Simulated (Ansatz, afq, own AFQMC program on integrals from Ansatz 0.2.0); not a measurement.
AFQMC on a folder of integrals that Ansatz 0.2.0 wrote.

```yaml
crystal:
  periodic: [false, false, false]
  atoms:
    - {symbol: C, position_ang: [0.000000, 0.000000, 0.000000]}
    - {symbol: H, position_ang: [0.000000, 0.000000, 1.416000]}
basis:
  gaussian: {orbitals: cc-pVTZ}
total_charge: 1
magnetization: {spin_polarized: false}
correlation: {method: ccsd_t, electrons: outside_noble_gas, hamiltonian_folder: ham}
```

```sh
$ ansatz run in.yaml --threads 1 --pin off --events-out ev --progress --plain --max-ram 24576MiB --backend cuda --devices 0, --max-vram 18GiB
```

Options of the walk:

```
--method phaseless --trial cisd --walkers 4000 --populations 20 --least-time 60 --time-step 0.005 --steps-per-block 50 --equilibration-blocks 28 --max-blocks 4000 --target-error 0.00012 --factor-cut 1e-05 --seed 5685 --release-times 0.24,0.51,0.99,1.62,2.4 --release-step 0.03 --release-every 3 --taylor-order 6
```

Times are imaginary, in 1/Eh. The walk had a cap of 122 s. With eight or more populations the least sampling time is a fifth of least-time, and the error comes from their spread.

```
orbitals 43  electrons 2 2  factors 248 of 248
reference energy -37.87488016 Eh
CCSD correlation -0.12107000 Eh in 11 cycles, weight of the determinant in the CISD state 0.9131
energy of the start -37.995969 Eh
 block  time / (1/Eh)  mean weight  energy / Eh
     1     0.250  1.0001  -37.995764
     2     0.500  0.9999  -37.996209
     3     0.750  1.0000  -37.996713
     4     1.000  0.9997  -37.997059
     5     1.250  0.9999  -37.997471
    10     2.500  0.9999  -37.998472
    15     3.750  1.0001  -37.998844
    20     5.000  1.0001  -37.998269
    25     6.250  1.0000  -37.997946
    30     7.500  0.9999  -37.998643
    35     8.750  0.9999  -37.999083
    40    10.000  0.9999  -37.998923
    45    11.250  0.9999  -37.998571
    50    12.500  1.0002  -37.998248
    55    13.750  1.0001  -37.998576
    58    14.500  0.9998  -37.999489
    60    15.000  0.9998  -37.998950
    65    16.250  1.0001  -37.998362
    68    17.000  0.9999  -37.997848
    70    17.500  1.0002  -37.998504
    75    18.750  1.0001  -37.998990
    78    19.500  0.9999  -37.998777
error from the spread of 20 populations
released: time / (1/Eh)  energy / Eh  error  mean overlap
  0.24  -37.998855  0.000059  0.9976
  0.51  -37.998979  0.000068  0.9956
  0.99  -37.999122  0.000087  0.9906
  1.62  -37.999147  0.000080  0.9892
  2.40  -37.999110  0.000093  0.9860
energy -37.998724 +/- 0.000059 Eh
(rows thinned)
```

(1) Estimate how long the walk took on 1 × NVIDIA H100 80GB HBM3 with 2 threads of AMD EPYC 7R13 Processor (Zen 3), with other jobs on the host (the card was shared).

The run passed its tests (sampling time, drift between the halves within three errors, error under three times the target), which doesn't prove that it has relaxed.

Against this walk (error 1.6 meV) on the same determinant: CCSD(T) 5.5 meV higher, CCSDT(Q) 10.6 meV lower, full CI 11.9 meV lower. The error is statistical and leaves out the bias of the constraint. Released to 2.40 1/Eh the energy lies 10 ± 3 meV (both errors) below the phaseless value, which shows part or all of the bias of the constraint, and full CI lies 1.4 meV below the released value. Full CI is exact here, so the walk's 12 meV above it is the walk's own error: the bias of the constraint with this trial.

Cautions: constraint bias not in the error; restricted determinant unstable towards unrestricted (UHF 264 meV lower, ⟨S²⟩ 0.54).

Answers

(1) 11 s of wall time.

CCSDT and higher add their correlation energy to the determinant of the CCSD(T) run, since their own runs factorise the integrals more tightly (a shift of under 2 meV). A walk keeps the symmetry of its determinant, which the program's search chose and which needn't be the lowest solution, so a lower state of the same spin and another symmetry isn't excluded.
